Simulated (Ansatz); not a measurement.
hcp Os was calculated with LDA in Ansatz (plane waves, PAW).

Settings: plane-wave cutoff 520 eV, 18×18×12 k mesh (along the axes of the cell as run), Fermi–Dirac smearing 0.1 eV, perturbation theory, no spin polarisation, scalar-relativistic PAW data made under PBE.

Computed at the level's own relaxed cell.

```cif
data_Os2
_chemical_formula_sum 'Os2'
_space_group_name_H-M_alt 'P63/mmc'
_space_group_IT_number 194
_space_group_name_Hall '-P 6c 2c'
_cell_length_a 2.71622
_cell_length_b 2.71622
_cell_length_c 4.28788
_cell_angle_alpha 90.000
_cell_angle_beta 90.000
_cell_angle_gamma 120.000
loop_
_atom_site_label
_atom_site_type_symbol
_atom_site_symmetry_multiplicity
_atom_site_Wyckoff_symbol
_atom_site_fract_x
_atom_site_fract_y
_atom_site_fract_z
_atom_site_occupancy
Os1 Os 2 c 0.33333 0.66667 0.25000 1
```

Harmonic phonon frequencies (cm⁻¹; i marks an imaginary mode):

```tsv
q point	frequencies
Γ	0 0 0 170 170 228
M	115 148 160 171 180 183
K	___
A	___
```

### Question
What belongs in the gaps?

### Answer

- K, frequencies: 154 154 177 179 179 228
- A, frequencies: 119 119 119 119 184 184

No imaginary mode appears at these points.

Ansatz is a quantum-chemistry and plane-wave program.
